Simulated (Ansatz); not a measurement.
# Active spaces for HClO, singlet

Program: Ansatz, Gaussian basis, development build; NEVPT3, NEVPT4(SD), MRCISD by development code. Basis aug-cc-pV(T+d)Z, nonrelativistic, 6 orbitals frozen in the corrections. State-specific CASSCF; RHF is the lowest restricted (open-shell) Hartree–Fock solution met. Single-reference values can break down or jump between states where bonds are stretched. Solutions may break the symmetry of the shape. The lowest solution met needn't be the lowest there is, nor hold the orbitals that a chemist would pick.

Geometry. A bond is stretched, to 1.43 times the sum of the covalent radii.

| atom | x (Å) | y (Å) | z (Å) |
| --- | --- | --- | --- |
| O | 0.0000 | 0.1148 | -1.5584 |
| H | 0.0000 | -0.8275 | -1.8213 |
| Cl | 0.0000 | -0.0053 | 0.8405 |

What do CASSCF and its corrections give against RHF in CAS(2,2), and what are the occupations?

CASSCF -2.815 eV, SC-NEVPT2 -13.500 eV, FIC-NEVPT2 -13.504 eV, NEVPT3 -14.294 eV, NEVPT4(SD) -14.577 eV, MRCISD -13.323 eV; occupations 1.56, 0.44. The MRCI reference weight is 0.901.

How do single-reference totals in the same basis and frozen core stand against SC-NEVPT2 in CAS(2,2)?

CCSD(T) -1.216 eV. Coupled cluster stands on the determinant that it favours, which can lie over the RHF solution above, and is in doubt where the occupations are far from 0, 1 and 2.

Roughly how much CPU time does a whole run from the default start take (median of such runs, summed over threads; nearly all runs on one pinned thread of a shared server, mostly Xeon at 2.3 to 2.6 GHz, by a development driver)?

CAS(2,2): about 2.4 s. Other jobs ran beside these, and the count of passes differs.
